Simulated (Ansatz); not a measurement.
Mulliken charges of H3OSSi, SMILES `O[SiH2][S]` radical from PBE/def2-TZVPP in Ansatz (PBE0-D4/def2-TZVP geometry).

```json
{"atom": "O1", "x (Å)": "-0.506", "y (Å)": "-1.253", "z (Å)": "0.072", "charge (e)": "-0.343"}
{"atom": "Si2", "x (Å)": "0.267", "y (Å)": "0.189", "z (Å)": "0.178", "charge (e)": "0.451"}
{"atom": "S3", "x (Å)": "-0.863", "y (Å)": "1.879", "z (Å)": "-0.400", "charge (e)": "-0.198"}
{"atom": "H4", "x (Å)": "-0.970", "y (Å)": "-1.452", "z (Å)": "-0.743", "charge (e)": "0.192"}
{"atom": "H5", "x (Å)": "1.434", "y (Å)": "0.278", "z (Å)": "-0.746", "charge (e)": "-0.057"}
{"atom": "H6", "x (Å)": "0.681", "y (Å)": "0.295", "z (Å)": "1.594", "charge (e)": "-0.044"}
```

By hand: the dipole of these point charges (1 e Å = 4.8032 D).

Σ q r = (0.167, -0.165, -0.035) e Å, of length 0.237 e Å = 1.14 D.

How does the dipole of the full density compare? (Best estimate.)

Computed: (0.030, -0.162, -0.170) e Å, 1.14 D; the point charges give 1.00 times that, at 48° from its direction.

Point charges leave out the atoms' own dipoles, such as those of lone pairs, and Mulliken's split depends on the basis, so the two needn't agree.
